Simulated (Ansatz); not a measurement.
System (SMILES): O (H2O).
Atoms: O1, H2, H3. Bonds: O1-H2, O1-H3.

Basis-set convergence of the optimised O1-H2 bond length at MP2 with Ansatz (a quantum-chemistry and plane-wave program). The reference of a correlated method is not its basis-set limit, which lies further on. Cartesian d functions, on some or all atoms, in 6-31G*; all else is spherical. Cores are frozen. Core-valence sets carry the plain set on hydrogen. No added dispersion term, no relativity. Reference: the value in aug-cc-pVQZ, 0.9589 Å, itself unsure by roughly 0.0010 Å (its mean distance from cc-pV5Z, def2-QZVPP, cc-pVQZ).

| basis | functions | optimised O1-H2 bond length (Å) |
|---|---|---|
| 6-31G* | 19 | ? |
| cc-pVDZ | 24 | 0.9649 |
| def2-SVP | 24 | 0.9625 |
| 6-311G** | 30 | 0.9578 |
| 6-311+G** | 34 | ? |
| aug-cc-pVDZ | 41 | 0.9659 |
| def2-TZVP | 43 | 0.9622 |
| cc-pVTZ | 58 | ? |
| pcseg-2 | 58 | 0.9580 |
| def2-TZVPP | 59 | 0.9586 |
| jun-cc-pV(T+d)Z | 67 | 0.9609 |
| cc-pCVTZ | 71 | 0.9588 |
| def2-TZVPPD | 74 | ? |
| 6-311++G(3df,3pd) | 75 | 0.9589 |
| aug-cc-pVTZ | 92 | 0.9614 |
| cc-pVQZ | 115 | 0.9577 |
| def2-QZVPP | 117 | 0.9580 |
| aug-cc-pVQZ | 172 | 0.9589 |

Task: Fill in the missing entries.

Result: 
- 6-31G*, optimised O1-H2 bond length (Å): 0.9687
- 6-311+G**, optimised O1-H2 bond length (Å): 0.9595
- cc-pVTZ, optimised O1-H2 bond length (Å): 0.9591
- def2-TZVPPD, optimised O1-H2 bond length (Å): 0.9598
